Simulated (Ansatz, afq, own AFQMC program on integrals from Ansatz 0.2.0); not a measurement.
Where AFQMC and coupled cluster stand for CH₃Al, singlet

```xyz
5

Al   -0.0229    0.0000    0.5849
C     0.0451    0.0000   -1.1957
H     0.1606    0.0000    2.1470
H    -0.0423    0.9125   -1.7784
H    -0.0423   -0.9125   -1.7784
```

Connectivity, by distances: AlH–CH2.

Basis cc-pVDZ. Noble-gas cores (and the filled d shells of Ga–Kr and In–Xe) are frozen. Integrals, coupled cluster, full CI and functionals: Ansatz 0.2.0; the random walks run on the same integrals in our own AFQMC program. ph-AFQMC/CISD is guided by a CISD state made of CCSD amplitudes; releasing the constraint for a short imaginary time cuts its bias at the price of noise, slowly where states lie close. Free AFQMC starts from the CCSD state and is never constrained. Its projection time is finite, and what remains of the start isn't in its error. Uncertainties: one standard error, sampling alone.

Determinant: UHF, the one that the program's search chose, which needn't be the lowest solution. The geometry is a point of a scan.

No full CI on the walks' own integrals is used here; CCSDT(Q) serves as the reference and is uncertain by about the last step of the cluster series.

Cautions: higher spins were not checked; an unrestricted solution with more broken spin lies lower (93 meV, ⟨S²⟩ 0.39), while this determinant keeps restricted orbitals.

- T1 diagnostic: 0.0187
- weight of the determinant in the CISD state: 0.871
- ⟨S²⟩ of the determinant: 0.000
- size of the correlated space: 10 electrons in 41 orbitals

| level | correlation energy (eV) |
| --- | --- |
| MP2 | -5.6950 |
| CCSD | -6.4087 |
| CCSD(T) | -6.6521 |

Q: Estimate where phaseless AFQMC with a CISD trial lies against CCSD(T) on the same integrals.

A: 4.5 ± 1.6 kJ/mol below CCSD(T).

Reference: CCSDT(Q), correlation energy -6.700 eV. The released energy is read at 2.40 1/Eh (meV from the phaseless value at times in 1/Eh: 2 ± 19 at 0.24, 10 ± 14 at 0.51, 10 ± 13 at 0.99, 5 ± 14 at 1.62, 7 ± 18 at 2.40).

| level | E − E(reference) (kJ/mol) | share of correlation (%) |
| --- | --- | --- |
| CCSD(T) | 4.6 | 99.28 |
| CCSDT | 2.2 | 99.67 |
| ph-AFQMC/HF | -0.4 ± 8.6 | 100.06 |
| ph-AFQMC/CISD | 0.1 ± 1.6 | 99.98 |
| released AFQMC | 0.8 ± 1.7 | 99.87 |
| free AFQMC | 2.5 ± 1.5 | 99.62 |

Free projections are given only where their last times agree within the noise and don't stop above the reference; a slow remainder of the start can still hide under it. A walk keeps the symmetry of its determinant, which the program's search chose and which needn't be the lowest solution, so a lower state of the same spin and another symmetry isn't excluded. Released energies are given only where the last usable release times agree within the noise; a slower fall can still hide under it.
